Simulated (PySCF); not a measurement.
C₂H₄N₂.
Numbering: `[H]/[N:1]=[CH:2]\[CH:3]=[N:4]/[H]` (hydrogens: H5 on N1; H6 on C2; H7 on C3; H8 on N4)

Level of theory: PBE0-D3(BJ)/def2-SVP geometry optimisation, gas phase in PySCF 2.14.0.

(1) What internal coordinates does the optimisation give?

## Answers

(1) 
```tsv
bond	length (pm)
N1=C2, C3=N4	126.8
C2–C3	148.2
N1–H5, N4–H8	102.8
C2–H6, C3–H7	110.6
```

Bonds in one row agree within 1 pm and their mean is given. A selection of angles:
```tsv
angle	degrees
C2–N1–H5	110.1
N1–C2–C3	126.1
N1–C2–H6	118.4
C3–C2–H6	115.5
```

Torsions: N1–C2–C3–N4 180° (antiperiplanar); H5–N1–C2–C3 0° (synperiplanar); H8–N4–C3–C2 0° (synperiplanar).

Of the pairs four or more bonds apart, H6···H8 is among the closest relative to their van der Waals radii: 2.31 Å, 96 % of the sum of Bondi's values. The 4 heavy atoms lie in one plane (0.000 Å rms).

Point group: C2h (tolerance 0.08 Å). Not checked by PBE0-D3(BJ)/def2-SVP frequencies. The numbers are those of one conformer.

The run took 6.3 s of wall time on one thread of an x86-64 server, on a shared host. This is the geometry optimisation.
